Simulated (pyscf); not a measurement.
9 organic steps of one kind (addition across a multiple bond or ene-type step, closed-shell): barrier in kcal/mol, from the separated reactants or the lowest minimum found. Structures and frequencies: ωB97X-D3(BJ)/def2-SVP in PySCF. Functionals in def2-TZVP; the last column is ωB97M-D3(BJ)/def2-TZVP. Rows were drawn at random from the steps of this kind and element class whose saddle was verified and whose references are stable.

```csv
step,PBE,B3LYP-D3(BJ),r²SCAN,ωB97M-D3(BJ)
H₂C=S + H₂ → H₃C–SH,41.5,47.6,43.2,47.8
HC≡CH + H₃C–OH → H₂C=CH–CH₂–OH,58.9,67.2,61.2,69.9
H₂Se + H₂C=CH₂ → H₃C–CH₂–SeH,31.9,38.1,35.0,45.0
HC≡CH + HBr → H₂C=CH–Br,30.7,36.2,33.2,41.0
HI + HC≡CH → H₂C=CH–I,27.9,33.3,30.3,40.2
H₂C=CH₂ + H₃C–OH → H₃C–CH₂–CH₂–OH,71.3,79.6,76.1,83.5
HC≡CH + H₃C–OH → H₃C–CH=CH–OH,60.0,68.5,64.7,72.7
H₂C=CH–CH₃ + H₃C–OH → H₃C–CH₂–CH(CH₃)–OH,73.9,81.3,77.5,84.5
H₂C=CH₂ + H₂ → H₃C–CH₃,72.0,80.9,76.1,82.6
```

Differences from the last column (kcal/mol): PBE: mean -11.0, median -11.0, mean size 11.0, lower in 9 of 9; B3LYP-D3(BJ): mean -3.8, median -3.9, mean size 3.8, lower in 9 of 9; r²SCAN: mean -7.8, median -7.8, mean size 7.8, lower in 9 of 9. PBE is closest for row 1 (6.3 kcal/mol apart) and farthest for row 3 (13.2 kcal/mol). PBE, r²SCAN and M06-2X carry no added dispersion term. The last column is a level with limits of its own. Each barrier is that of the saddle found. Elements up to Kr have no core potential and no relativistic terms here. Elements past Kr carry the def2 core potentials, without spin-orbit coupling.
